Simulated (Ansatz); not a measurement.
# CH₃AlN (doublet): the correlation ladder at distance Al1–H4 along a hydrogen transfer = 1.842 Å, cc-pVDZ

How much of the correlation energy of CH₃AlN (doublet) does each wave-function method recover here?

The runs use Ansatz 0.2.0, Gaussian basis; cc-pVDZ, core rule «outside noble gas», up to 7 orbitals frozen.

To be run: UHF; CCSD(T) on ROHF; CCSD(T) on UHF; BCCD(T) on ROHF; CISD; CCSDT(Q) on ROHF; CCSDT(Q) on UHF; CASSCF and MRCISD+Q, 3 electrons in 3 orbitals; CASSCF and NEVPT2, 3 electrons in 3 orbitals; CASSCF and MRCISD+Q, 9 electrons in 9 orbitals; CASSCF and NEVPT2, 9 electrons in 9 orbitals.

## (1) The system

The geometry derives from fragments relaxed apart (PBE0/def2-TZVP) and kept rigid, so it is no stationary point. A hydrogen atom is moved between rigid fragments.

6 atoms, charge 0, spin multiplicity 2.

Atoms are counted from 1 here; the program's logs count them from 0.

Bond lengths: Al1–H2 1.586 Å, Al1–H3 1.586 Å, Al1–H4 1.842 Å, H4–C6 1.192 Å, N5–C6 1.160 Å. Angles: H2–Al1–H3 120.0°, H2–Al1–H4 120.0°, H3–Al1–H4 120.0°, Al1–H4–C6 180.0°, H4–C6–N5 180.0°.

## (2) UHF

in.yaml

```yaml
crystal:
  periodic: [false, false, false]
  atoms:
    - {symbol: Al, position_ang: [-1.703663, 0.000000, 0.000000]}
    - {symbol: H, position_ang: [-2.496587, 1.373384, 0.000000]}
    - {symbol: H, position_ang: [-2.496587, -1.373384, 0.000000]}
    - {symbol: H, position_ang: [0.138337, 0.000000, 0.000000]}
    - {symbol: N, position_ang: [2.490421, 0.000000, 0.000000]}
    - {symbol: C, position_ang: [1.330337, 0.000000, 0.000000]}
basis:
  gaussian: {orbitals: cc-pVDZ}
magnetization: {spin_polarized: true, initial_magnetization: 1}
hamiltonian: {xc: hf}
output: {orbitals: {seedname: orbitals}}
```

On the command line:

```bash
$ ansatz run in.yaml --threads 1 --pin off --events-out ev --progress --plain --max-ram 2560MiB --backend cpu
```

The runs that follow: CCSD(T) on ROHF; CCSD(T) on UHF; BCCD(T) on ROHF; CISD; CCSDT(Q) on ROHF; CCSDT(Q) on UHF; CASSCF and MRCISD+Q, 3 electrons in 3 orbitals; CASSCF and NEVPT2, 3 electrons in 3 orbitals; CASSCF and MRCISD+Q, 9 electrons in 9 orbitals; CASSCF and NEVPT2, 9 electrons in 9 orbitals.

**Question.** What will the summary of the whole plan be? Wanted: UCCSDT(Q) below the RHF energy; RMP2 from UCCSDT(Q); UMP2 from UCCSDT(Q); RCCSD from UCCSDT(Q); RCCSD(T) from UCCSDT(Q); UCCSD(T) from UCCSDT(Q); RCCSDT(Q) from UCCSDT(Q); MRCISD+Q pair from UCCSDT(Q); NEVPT2 frontier from UCCSDT(Q).

The runs gave:

| quantity | value |
| --- | --- |
| UCCSDT(Q) below the RHF energy | -10.8569 eV |
| RMP2 from UCCSDT(Q) | +1214.6 meV |
| UMP2 from UCCSDT(Q) | +1480.2 meV |
| RCCSD from UCCSDT(Q) | +458.9 meV |
| RCCSD(T) from UCCSDT(Q) | +62.6 meV |
| UCCSD(T) from UCCSDT(Q) | +73.8 meV |
| RCCSDT(Q) from UCCSDT(Q) | +0.3 meV |
| MRCISD+Q pair from UCCSDT(Q) | +290.3 meV |
| NEVPT2 frontier from UCCSDT(Q) | +1524.1 meV |
| MRCISD+Q frontier from UCCSDT(Q) | +76.2 meV |
| levels within 1 kcal/mol (43 meV) | RCCSDT(Q) |
| T1 diagnostic | 0.019 |

What this shows: RCCSD(T) misses by +62.6 meV, 0.6 % of the correlation energy. Of the multireference levels listed MRCISD+Q frontier comes nearest in total energy (+76.2 meV), which doesn't show that its space is the better one. These misses are within one basis, not against nature; the frozen cores of restricted and unrestricted runs differ, which can shift their rows.
